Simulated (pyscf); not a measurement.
Structures and frequencies: ωB97X-D3(BJ)/def2-SVP in PySCF. MP2 and CC: frozen core, UHF for open shells. ΔMP2 is the change of the MP2 total energy from the triple- to the quadruple-zeta basis.

SMILES: O
```xyz
3

O      0.5486     0.0469    -0.3344
H      0.2157    -0.2646    -1.1844
H      0.1701     0.9309    -0.2599
```
Charge 0, spin multiplicity 1.

### Question
What is the homolytic dissociation enthalpy (298 K, CCSD(T)/def2-TZVPP + ΔMP2(QZVPP)) of the H–O bond of H₂O, to OH• + H•?

### Answer
H–O to OH• + H•: 118.1 kcal/mol. The CCSD(T) − MP2 part came from Ansatz, without density fitting, on the same reference. Left out: the spin-orbit lowering of OH.
